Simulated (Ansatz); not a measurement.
# AlPN (sextet): the correlation ladder, def2-QZVPP

The task here is to estimate one member of a computed series from the others.

Program: Ansatz 0.2.0, Gaussian basis. Level of theory: def2-QZVPP, core rule «outside noble gas», up to 11 orbitals frozen. These are calculated values, not measurements.

Plan: UHF; ROHF; CCSD(T) on UHF.

5 further runs of the same task are left out: 1 that didn't finish, 4 set aside as unsound or not needed. Runs told in other sessions of the task aren't counted.

## The geometry

The geometry is a PBE0/def2-TZVP stationary point (not a proven minimum) of the parent state, kept for this charge and spin.

3 atoms, charge 0, spin multiplicity 6.

Atoms are counted from 1 here; the program's logs count them from 0.

Bond lengths: N1–Al2 1.817 Å, Al2–P3 2.195 Å. Angles: N1–Al2–P3 180.0°.

Set-up of the first run:

Input file in.yaml:

```yaml
crystal:
  periodic: [false, false, false]
  atoms:
    - {symbol: N, position_ang: [0.000000, 0.000000, -1.943000]}
    - {symbol: Al, position_ang: [0.000000, 0.000000, -0.126200]}
    - {symbol: P, position_ang: [0.000000, 0.000000, 2.069200]}
basis:
  gaussian: {orbitals: "def2-QZVPP.json"}
magnetization: {spin_polarized: true, initial_magnetization: 5}
hamiltonian: {xc: hf}
output: {orbitals: {seedname: orbitals}}
```

Started as:

```
ansatz run in.yaml --threads 1 --pin off --events-out ev --progress --plain --max-ram 2393MiB
```

Among the steps run: UHF; ROHF; CCSD(T) on UHF.

One table of the session follows, with a row left open; its other results are not shown here.

It belongs to the step «Misses and costs». 

| method | from UCCSD(T) (meV) |
| --- | --- |
| ROHF | +10018.7 |
| UHF | +9704.1 |
| UMP2 | +1475.1 |
| UCCSD | ? |
| UCCSD(T) | 0 |

Q: Estimate the row for UCCSD from the others.

The run gave: from UCCSD(T) (meV): +452.6. In the column «from UCCSD(T) (meV)» it lies between UCCSD(T) (0) and UMP2 (+1475.1).
